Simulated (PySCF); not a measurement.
H6Si2, charge +1, multiplicity 2. Atoms are numbered in the order given.

```xyz
8

Si     0.0000     0.0000    -1.3481
Si     0.0000     0.0000     1.3481
H     -1.2747    -0.7164    -1.5477
H      1.2578    -0.7457    -1.5477
H      0.0169     1.4621    -1.5477
H     -1.2747     0.7164     1.5477
H      1.2578     0.7457     1.5477
H      0.0169    -1.4621     1.5477
```
Charge +1, spin multiplicity 2.

The structure is a stationary point at PBE0-D3(BJ)/def2-TZVP. The spin state was assumed, not searched.

Method: TDA-M06-2X/def2-SVPD run with PySCF.

Vertical excitations; the highest root listed may be one member of a degenerate set. The molecule is in vacuum.

```
state    energy (eV)  λ (nm)      f                      main pairs
-------  -----------  ------  -----  ------------------------------
root 1          3.65     340  0.000  β HOMO−1→LUMO (degenerate set)
root 2          3.65     340  0.000    β HOMO→LUMO (degenerate set)
root 3          4.19     296  0.006  β HOMO−3→LUMO (degenerate set)
root 4          4.19     296  0.006  β HOMO−2→LUMO (degenerate set)
root 5          5.93     209  0.392                α HOMO→LUMO 93 %
root 6          6.78     183  0.000              α HOMO→LUMO+1 92 %
root 7          7.51     165  0.014  α HOMO→LUMO+3 (degenerate set)
root 8          7.51     165  0.014  α HOMO→LUMO+2 (degenerate set)
root 9          7.88     157  0.000  α HOMO→LUMO+4 (degenerate set)
root 10         7.88     157  0.000  α HOMO→LUMO+5 (degenerate set)
```
Unrestricted roots are not spin-pure.
